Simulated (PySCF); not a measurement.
Gas-phase reaction: 2 B(OH)3 + 3 BH = 3 HBO2 + B2H6

Energies from PySCF, thermal terms from the rigid-rotor harmonic-oscillator model, ideal gas at 1 bar. † marks an energy on the PBE0/def2-TZVP geometry and frequencies. MP2 and CCSD(T) freeze the core. All species are closed-shell singlets. MP2 isn't extrapolated to the basis-set limit. CCSD(T) isn't extrapolated to the basis-set limit.

| level | ΔH°(298 K), kJ |
|---|---|
| BLYP/def2-TZVP† | -1035 |
| CCSD(T)/def2-SVP† | [?] |
| CCSD(T)/def2-TZVPP† | -890 |
| MP2/def2-TZVPP† | -1006 |
| ωB97M-V/def2-TZVP† | [?] |
| ωB97X-V/def2-TZVP† | [?] |

Complete the blanks.


- CCSD(T)/def2-SVP†, ΔH°(298 K), kJ: -936
- ωB97M-V/def2-TZVP†, ΔH°(298 K), kJ: -962
- ωB97X-V/def2-TZVP†, ΔH°(298 K), kJ: -969
